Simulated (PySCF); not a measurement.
C₅H₈N (doublet state).
Atom-mapped SMILES: `[CH2:1][C@H:2]([C:3]#[N:4])[CH2:5][CH3:6]` (hydrogens: H7, H8 on C1; H9 on C2; H10, H11 on C5; H12, H13, H14 on C6)

Geometry (GFN2-xTB, Å), atoms numbered from 1 in this order:
```
atom  x, y, z in Å
C1    -1.7760   -0.9989    0.2057
C2    -0.6596   -0.0497    0.3975
C3    -1.1204    1.1679   -0.2519
N4    -1.5329    2.0886   -0.7919
C5     0.6654   -0.5088   -0.2342
C6     1.7775    0.5078   -0.0101
H7    -1.8503   -1.5546   -0.7093
H8    -2.6180   -0.9865    0.8699
H9    -0.5125    0.1795    1.4608
H10    0.5156   -0.6630   -1.3048
H11    0.9395   -1.4678    0.2107
H12    1.5167    1.4644   -0.4589
H13    1.9501    0.6622    1.0535
H14    2.7042    0.1584   -0.4591
```

The hyperfine couplings belong to this conformer and change with its torsions.

Method used: UKS B3LYP, pcH-1 on C H N, non-relativistic, mean-field spin-orbit, GIAO (PySCF). Isolated species at its GFN2-xTB geometry (one conformer only). A GFN2-xTB geometry isn't a minimum of the functional, and hyperfine couplings can be far from their values at a DFT geometry. Stability of the SCF solution: not tested.

**Question.** The isotropic 13C couplings are +99.4, +96.9, -25.4, +16.7, +0.6 MHz. Assign them to C1; C2; C3; C5; C6.

**Answer.** 
| site | a_iso (MHz) | ρ(0) (bohr⁻³) | position | distance from C1 (Å) | spin population | largest \|T\| (MHz) |
| --- | --- | --- | --- | --- | --- | --- |
| C1 | +99.4 | +0.0885 | largest spin population | 0.00 | +1.08 | 164.5 |
| C2 | -25.4 | -0.0226 | 1 bond from C1 | 1.48 | -0.07 | 2.5 |
| C3 | +96.9 | +0.0862 | 2 bonds from C1 | 2.31 | +0.01 | 9.4 |
| C5 | +16.7 | +0.0149 | 2 bonds from C1 | 2.53 | +0.01 | 4.1 |
| C6 | +0.6 | +0.0005 | 3 bonds from C1 | 3.87 | 0.00 | 1.0 |

ρ(0) is the spin density at the nucleus and T the dipolar tensor; entries for several nuclei are means. Largest spin populations (Mulliken): C1 (+1.08) and C2 (-0.07). C1 is the only atom above +0.15. The positive populations add up to 1.16 and the negative ones to -0.16, together 2S = 1. The angles at C1 add up to 358.7°, so it is planar; its axial dipolar tensor and the negative couplings of its protons fit spin in a p orbital normal to that plane.

Means are taken over nuclei equivalent by connectivity, which assumes that they swap fast.
